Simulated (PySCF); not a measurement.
Do core-level shifts follow atomic charges?

Compound: ethyl propyl sulfide, C5H12S.
Numbering: `[CH3:1][CH2:2][CH2:3][S:4][CH2:5][CH3:6]`

Binding energies: delta-SCF UKS SCAN, pcX-2 on the ionised atom, pcseg-1 elsewhere, spin-free X2C (PySCF 2.14.0). Charges: PBE0/pcSseg-1 ground-state density, for the ionised atom.

| atom | environment | C 1s (eV) | Mulliken (e) | IAO (e) | Hirshfeld (e) | ESP (e) |
| --- | --- | --- | --- | --- | --- | --- |
| C1 | methyl carbon | 290.44 | -0.281 | -0.412 | -0.121 | -0.153 |
| C2 | chain CH2 carbon | 290.64 | -0.274 | -0.246 | -0.069 | +0.063 |
| C6 | methyl carbon | 290.70 | -0.278 | -0.411 | -0.120 | -0.307 |
| C3 | sp3 carbon bound to sulfur | 290.94 | -0.344 | -0.337 | -0.072 | -0.177 |
| C5 | sp3 carbon bound to sulfur | 291.06 | -0.381 | -0.333 | -0.071 | -0.025 |

Problem. Give the correlation coefficient and slope of binding energy on charge for each scheme.

Solution. Hirshfeld: r = 0.68, slope 6.0 eV per e; IAO: r = 0.28, slope 1.0 eV per e; ESP: r = 0.13, slope 0.2 eV per e; Mulliken: r = -0.91, slope -4.6 eV per e. Hirshfeld charges have the highest r, on only 5 points.

Problem. The point-charge model writes a binding energy as kq + V + constant, with V the potential of the other atoms' charges at the site. What does it give with the IAO charges?

Solution. V = Σ 14.40 eV Å × q/r over all other atoms: +4.32 eV at C1, +0.96 eV at C2, +4.29 eV at C6, +2.81 eV at C3, +2.65 eV at C5. Fitting binding energy − V to q gives k = 21.2 eV per e and leaves an rms residual of 0.23 eV, against 0.21 eV for the fit on q alone. The model has no term for differences in relaxation between sites.

Isolated species at its PBE0-D3(BJ)/def2-SVP geometry (one conformer only).

Shape of the structure used: `[CH3:1][CH2:2][CH2:3][S:4][CH2:5][CH3:6]`: C1–C2–C3–S4 60°, C2–C3–S4–C5 62°, C3–S4–C5–C6 64°.
